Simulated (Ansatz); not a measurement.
C$_{2}$H$_{6}$N$_{2}$ (`N=CCN`). The species carries charge 0 and has multiplicity 1.

Z-matrix (Å, degrees):
```
C
C 1 1.501
N 1 1.442 2 116.8
H 1 1.098 2 107.8 3 123.8
H 1 1.098 2 107.8 3 -123.8
N 2 1.263 1 121.6 3 0.2
H 2 1.100 1 115.1 3 -179.8
H 3 1.014 1 109.0 2 -56.8
H 3 1.014 1 109.0 2 56.8
H 6 1.018 2 111.2 1 180.0
```

Problem. What are the harmonic wavenumbers in cm⁻¹ at PBE0-D4/def2-TZVP (Ansatz, finite differences of forces, unscaled)? (Estimate.)

Solution. Computed: 127, 245, 277, 637, 693, 869, 936, 958, 1124, 1132, 1191, 1225, 1375, 1387, 1415, 1448, 1676, 1749, 3007, 3030, 3055, 3494, 3520, 3587.

Problem. Is this a minimum?

Solution. Yes, all 24 modes are real.

Problem. Give the ideal-gas thermochemistry at 298.15 K and 1 bar (rigid rotor, harmonic oscillator; point group Cs, symmetry number 1).

Solution. Zero-point energy 228.2 kJ/mol; H(298) − E = 243.8 kJ/mol; entropy 292.1 J/(mol·K), of which translation 159.5, rotation 100.4, vibration 32.1; G(298) − E = 156.7 kJ/mol.

Problem. And at 400, 500, 600, 800 and 1000 K?

Solution. 
```
T (K)  H − E (kJ/mol)  S (J/mol/K)  G − E (kJ/mol)
  400           252.4        316.8           125.7
  500           262.7        339.7            92.8
  600           274.6        361.4            57.7
  800           302.2        400.9           -18.6
 1000           333.7        436.1          -102.3
```

Problem. Rotational constants (cm⁻¹)?

Solution. 0.5779, 0.1997, 0.1562.
